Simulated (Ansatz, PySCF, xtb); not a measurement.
Protons, H atoms and electrons added to or taken from C=C=O. All species are isolated molecules in the gas phase. One relaxed conformer stands for each flexible species; it need not be the lowest. Strings in code marks are SMILES.

Quantity: bond dissociation enthalpy (X–H) at 298 K, in kcal/mol. HF references are unrestricted for open shells and restricted for singlets. Enthalpy corrections at 298 K come from GFN2-xTB frequencies (xtb).

Level 1: B3LYP/6-311+G** // PBE-D3(BJ)/def2-TZVP (PySCF)
Level 2: M06-2X/6-31G* // PBE-D3(BJ)/def2-TZVP (PySCF)
Level 3: PBE/6-31G* // PBE-D3(BJ)/def2-TZVP (PySCF)
Level 4: HF/cc-pVTZ // PBE-D3(BJ)/def2-TZVP (Ansatz, a quantum-chemistry and plane-wave program)

```csv
species,level 1,level 2,level 3,level 4
H atom removed from C1: `O=C=[CH]`,104.4,106.9,102.3,85.3
```
